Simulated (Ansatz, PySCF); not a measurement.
Reaction: CH2O2 (SMILES O=CO) → HO (SMILES [OH], doublet) + CHO (SMILES [CH]=O, doublet) (the C-O bond breaks)
Each species at its own B3LYP-D3(BJ)/def2-TZVP minimum (Ansatz, an electronic-structure program), one conformer.

Total energies in hartree (Ansatz). Open shells are spin-unrestricted; no spin-orbit coupling. Correlated methods leave the cores frozen. No relativity.

```csv
species,HF/cc-pVTZ,CCSD(T)/cc-pVTZ,HF/cc-pVQZ,CCSD(T)/cc-pVQZ,CCSD(T)/cc-pVDZ,CCSDT(Q)/cc-pVDZ
1: CH2O2 (SMILES OC=O),-188.84121,-189.50180,-188.85603,-189.56158,-189.30834,-189.31046
"2: HO (SMILES [OH], doublet)",-75.41896,-75.63769,-75.42557,-75.66159,-75.55935,-75.55979
"3: CHO (SMILES [CH]=O, doublet)",-113.29288,-113.68392,-113.30180,-113.71777,-113.57564,-113.57742
```

Problem. Work out the bond dissociation energy (enthalpy at 298 K, ideal-gas terms from PySCF's Hessians at B3LYP-D3(BJ)/def2-TZVP) in kJ/mol: take Hartree-Fock from cc-pVQZ, extrapolate the CCSD(T) correlation energy as X^-3 (X = 3, 4), and add CCSDT(Q) - CCSD(T) in cc-pVDZ. The further terms named in the bracket sum to -0.00932 hartree. 1 hartree = 2625.5 kJ/mol.

Solution. 
Species 1: correlation (64·(-0.70555) - 27·(-0.66059))/37 = -0.73836; step -0.00212; E1 = -188.85603 + (-0.73836) + (-0.00212) = -189.59651
Species 2: correlation (64·(-0.23602) - 27·(-0.21873))/37 = -0.24864; step -0.00044; E2 = -75.42557 + (-0.24864) + (-0.00044) = -75.67465
Species 3: correlation (64·(-0.41597) - 27·(-0.39104))/37 = -0.43416; step -0.00178; E3 = -113.30180 + (-0.43416) + (-0.00178) = -113.73774
-1·E1 +1·E2 +1·E3 -0.00932 = 0.17480 hartree = 458.9 kJ/mol. From measured enthalpies of formation at 298 K: 109.9 kcal/mol (G2/97 table in ASE (Curtiss et al.)). The calculations leave out spin-orbit terms. The composite differs from it by -0.9 kJ/mol; core, relativistic and spin-orbit terms are not in it.
